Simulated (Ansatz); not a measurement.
Zinc-blende HgS (metastable phase) was calculated with HSE06 in Ansatz (plane waves, PAW).

Settings: plane-wave cutoff 500 eV, 8×8×8 k mesh, Fermi–Dirac smearing 0.05 eV, scalar-relativistic PAW data made under PBE.

Cell (relaxed at this level):

```
CELL_PARAMETERS angstrom
      0.00000     2.96134     2.96134
      2.96134     0.00000     2.96134
      2.96134     2.96134     0.00000
ATOMIC_POSITIONS crystal
  Hg 0.00000 0.00000 0.00000
  S  0.25000 0.25000 0.25000
```

Problem. What does this level give for the band gap?

Solution. 
band gap: 0.36 eV (on the SCF k mesh)

Note: exact exchange on metals is sensitive to the k mesh and can open a false gap.

Spin–orbit coupling is not included.

The computed numbers hold no vibrational or temperature effects.

Ansatz is an electronic-structure program.
